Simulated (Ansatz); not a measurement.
# Scan of HAlP, quartet

Starting geometry (PBE0/def2-TZVP stationary point for this spin, not checked as a minimum):

```xyz
3

Al    0.0000   -0.1077    1.2377
P     0.0000    0.0510   -1.1432
H     0.0000    1.3154    1.9991
```

From there all distances are scaled together; atoms are numbered as listed. Energies are in kcal/mol, counted from the starting geometry at the same level.

Basis 6-31G; Ansatz 0.2.0. Only valence electrons are correlated (noble-gas cores frozen). Active spaces: valence = (9e, 9o) chosen from the atoms' valence shells.

Runs in a small pair space aren't shown, since their orbitals change along the scan.

Full CI is exact within this basis and frozen core; it isn't the basis-set limit.

| scale of all distances | CASSCF (valence space) |
| --- | --- |
| 0.865 | 37.2 |
| 1.000 | 0.0 |
| 1.125 | 0.0 |
| 1.300 | 11.5 |
| 1.484 | 21.8 |
| 1.775 | 36.6 |
| 1.967 | 44.5 |
| 2.360 | 53.8 |

**Question.** Estimate the full CI curve in 6-31G from this one, knowing how CASSCF (valence space) errs.

**Answer.** The computed full CI values, in kcal/mol from the starting point, and the error of CASSCF (valence space) against them:
```json
{"scale of all distances": "0.865", "full CI": "37.0", "CASSCF (valence space) less full CI": "0.2"}
{"scale of all distances": "1.000", "full CI": "0.0", "CASSCF (valence space) less full CI": "0.0"}
{"scale of all distances": "1.125", "full CI": "0.2", "CASSCF (valence space) less full CI": "-0.1"}
{"scale of all distances": "1.300", "full CI": "12.9", "CASSCF (valence space) less full CI": "-1.4"}
{"scale of all distances": "1.484", "full CI": "24.8", "CASSCF (valence space) less full CI": "-3.0"}
{"scale of all distances": "1.775", "full CI": "40.7", "CASSCF (valence space) less full CI": "-4.1"}
{"scale of all distances": "1.967", "full CI": "48.9", "CASSCF (valence space) less full CI": "-4.4"}
{"scale of all distances": "2.360", "full CI": "58.8", "CASSCF (valence space) less full CI": "-5.0"}
```

CASSCF lacks dynamic correlation, of which the bound molecule has more, so its curve rises 5.0 kcal/mol too little out to 2.360.
